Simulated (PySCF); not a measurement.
# Reproducing measurements on acetyl chloride

**The experiment to reproduce.**

NIST CCCBDB Release 22 (SRD 101), experimental dipoles lists, for the gas: dipole moment (dielectric constant against temperature) 2.72 D.

How close the calculation comes is told at the end.

Compound: acetyl chloride, C₂H₃ClO.
Numbering: `[CH3:1][C:2](=[O:3])[Cl:4]` (hydrogens: H5, H6, H7 on C1)

Geometry (PBE0-D3(BJ)/def2-SVP, Å), atoms numbered from 1 in this order:
```xyz
7
C2H3ClO angstrom
C     -0.5855   -0.0742   -0.0357
C      0.8549    0.2830   -0.2127
O      1.3142    1.3510   -0.4247
Cl     1.9163   -1.1583   -0.0649
H     -1.2002    0.8293   -0.1296
H     -0.7297   -0.5385    0.9506
H     -0.8746   -0.8183   -0.7919
```

Runs made with PySCF (gas phase, on this PBE0-D3(BJ)/def2-SVP geometry; no spin–orbit coupling):

| level | job | basis functions | wall time |
| --- | --- | --- | --- |
| PBE0-D3(BJ)/def2-SVP, grid level 1 | geometry optimisation from a GFN2-xTB start shaken at random | 75 | 7.4 s |
| BHandHLYP/def2-SVPD | 10 singlets by full TDDFT, 4 Tamm–Dancoff triplets, polarisability, ΔSCF ions | 114 | 28 s |
| CAM-B3LYP/def2-SVPD | 10 singlets by full TDDFT, 4 Tamm–Dancoff triplets, polarisability, ΔSCF ions | 114 | 41 s |
| LC-wPBE/def2-SVPD | 10 singlets by full TDDFT, 4 Tamm–Dancoff triplets, polarisability, ΔSCF ions | 114 | 37 s |
| PBE0/6-31+G* | 10 singlets by full TDDFT, 4 Tamm–Dancoff triplets, polarisability | 82 | 4.1 s |
| PBE0/6-31G* | 10 singlets by full TDDFT, 4 Tamm–Dancoff triplets, polarisability | 66 | 3.2 s |
| PBE0/aug-cc-pVDZ | 10 singlets by full TDDFT, 4 Tamm–Dancoff triplets, polarisability | 123 | 7.5 s |
| PBE0/aug-cc-pVTZ | 10 singlets by full TDDFT, 4 Tamm–Dancoff triplets, polarisability | 257 | 19 s |
| PBE0/def2-SVP | 10 singlets by full TDDFT, 4 Tamm–Dancoff triplets, polarisability | 75 | 3.6 s |
| PBE0/def2-TZVP | 10 singlets by full TDDFT, 4 Tamm–Dancoff triplets, polarisability | 148 | 8.4 s |
| PBE0/def2-TZVPD | 10 singlets by full TDDFT, 4 Tamm–Dancoff triplets, polarisability | 187 | 12 s |
| wB97X-D/def2-SVPD | 10 singlets by full TDDFT, 4 Tamm–Dancoff triplets, polarisability, ΔSCF ions | 114 | 30 s |

Hardware: one thread of an Arm Neoverse V1, shared host.

All basis functions are spherical.

## Comparison

**Dipole moment.** Measured: 2.72 D (NIST CCCBDB Release 22 (SRD 101), experimental dipoles).

```tsv
level	computed (D)	computed − measured (D)	% (from the printed values)
PBE0-D3(BJ)/def2-SVP	2.70	-0.02	-1
BHandHLYP/def2-SVPD	2.93	+0.21	+8
CAM-B3LYP/def2-SVPD	2.86	+0.14	+5
LC-wPBE/def2-SVPD	2.85	+0.13	+5
PBE0/6-31+G*	2.94	+0.22	+8
PBE0/6-31G*	2.81	+0.09	+3
PBE0/aug-cc-pVDZ	2.82	+0.10	+4
PBE0/aug-cc-pVTZ	2.80	+0.08	+3
PBE0/def2-SVP	2.70	-0.02	-1
PBE0/def2-TZVP	2.79	+0.07	+3
PBE0/def2-TZVPD	2.80	+0.08	+3
wB97X-D/def2-SVPD	2.87	+0.15	+6
```

The computed dipoles belong to one fixed geometry; measured ones are averaged over vibrations unless marked μe. Magnitudes are compared, not signs.

The geometry is computed, not the measured one. Where a level misses, the cause wasn't examined.
